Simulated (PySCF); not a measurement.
**Orbital energies, ionisation energy and electron affinity**

Species: disulfur monoxide, S2O.
Bonds: O1–S2 (double), S2–S3 (double).

Level: CAM-B3LYP/def2-SVPD (PySCF). Frontier orbitals with their largest atomic shares (Löwdin; up to four atoms above 4 %):

```csv
orbital,ε (eV),main atoms
HOMO−3,-14.51,"O1 47 %, S2 43 %, S3 10 %"
HOMO−2,-10.42,"O1 51 %, S3 27 %, S2 22 %"
HOMO−1,-10.31,"S3 52 %, O1 29 %, S2 19 %"
HOMO,-9.61,?
LUMO,-3.22,"S2 41 %, S3 36 %, O1 23 %"
LUMO+1,0.51,"S3 55 %, S2 36 %, O1 9 %"
LUMO+2,0.84,"S2 57 %, S3 30 %, O1 12 %"
```

What vertical ionisation energy does ΔSCF give, and how far is −ε(HOMO) from it?

ΔSCF: 10.70 eV (1033 kJ/mol; threshold wavelength 116 nm); ⟨S²⟩ of the doublet left behind is 0.781, against 0.75 for a pure doublet. −ε(HOMO) is 9.61 eV, 1.09 eV below it. For the exact functional −ε(HOMO) would equal the first vertical ionisation energy; CAM-B3LYP (range-separated hybrid) falls short of its own ΔSCF value by 10 %. Holes in the HOMO−1 and HOMO−2 were tried too where these lie within 1.2 eV of the HOMO; the lowest converged state counts.

On which atoms does the HOMO lie?

S3 (sulfur bonded to S) 73 %, S2 (sulfur bonded to O and S) 19 %, O1 (oxygen bonded to S) 7 %, so more than half of it is on one atom. The HOMO−1 lies 0.70 eV lower.

And the vertical electron affinity, the fundamental gap, Mulliken's electronegativity and the hardness (with the factor ½)?

EA = 2.17 eV by ΔSCF (−ε(LUMO) = 3.22 eV). IE − EA = 8.53 eV against an orbital gap of 6.39 eV; (IE + EA)/2 = 6.43 eV; (IE − EA)/2 = 4.26 eV. Parr's electrophilicity index (IE + EA)²/[8(IE − EA)] is 2.43 eV.

How many of the 10 lowest singlet excitations (vertical TDDFT, same level) lie below the ionisation energy?

All 10; they run from 2.27 to 7.64 eV.

What kinetic energy would electrons from this vertical process carry with He II light (40.814 eV)?

40.81 − 10.70 = 30.11 eV.

The lowest singlet excitation (vertical TDDFT, same level) lies at 2.27 eV. How far is it below IE − EA?

IE − EA = 8.53 eV, so by 6.26 eV.

With α = 44.9 au, estimate the like-pair dispersion coefficient by London's formula C6 = (3/4)α²I.

I = 0.3933 Eh, so C6 ≈ 596 au, a rough estimate.

Isolated species at its PBE0-D3(BJ)/def2-SVP geometry, gas phase.
